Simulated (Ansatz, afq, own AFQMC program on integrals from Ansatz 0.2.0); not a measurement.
# GeHO, quartet in cc-pVDZ, levels against CCSDT(Q)

```xyz
3

Ge    0.0000   -0.5704    1.4282
O     0.0000   -0.2344   -3.5986
H     0.0000    0.8047    2.1704
```

Connectivity, by distances: GeH ··· O.

Basis cc-pVDZ. Only valence electrons are correlated. AFQMC by an in-house program on the Cholesky factors that Ansatz 0.2.0 writes for its CCSD(T) run. The CISD trial takes its coefficients from CCSD amplitudes. Released means that phaseless walkers are propagated on without the constraint, phases kept. Uncertainties: one standard error, sampling alone. No spin–orbit coupling.

Determinant: UHF, the one that the program's search chose, which needn't be the lowest solution. The geometry is a point of a scan.

No full CI on the walks' own integrals is used here; CCSDT(Q) serves as the reference and is uncertain by about the last step of the cluster series.

Cautions: no relativity below Rb; no spin-orbit coupling; inner d shell frozen; lower spins were not checked; the ph-AFQMC/HF walk drifts between its halves (2.6 errors).

```
T1 diagnostic                               : 0.0094
weight of the determinant in the CISD state : 0.907
⟨S²⟩ of the determinant                     : 3.766
size of the correlated space                : 11 electrons in 31 orbitals
```

(1) Estimate: order these by the size of their error in total energy against CCSDT(Q), smallest first.
A. phaseless AFQMC with the Hartree–Fock trial
B. MP2
C. CCSD(T)
D. CCSDT

(1) D (0.07 kcal/mol), C (0.40 kcal/mol), A (3.46 ± 1.09 kcal/mol), B (24.72 kcal/mol).

Reference: CCSDT(Q), correlation energy -5.496 eV.

A walk keeps the symmetry of its determinant, which the program's search chose and which needn't be the lowest solution, so a lower state of the same spin and another symmetry isn't excluded.
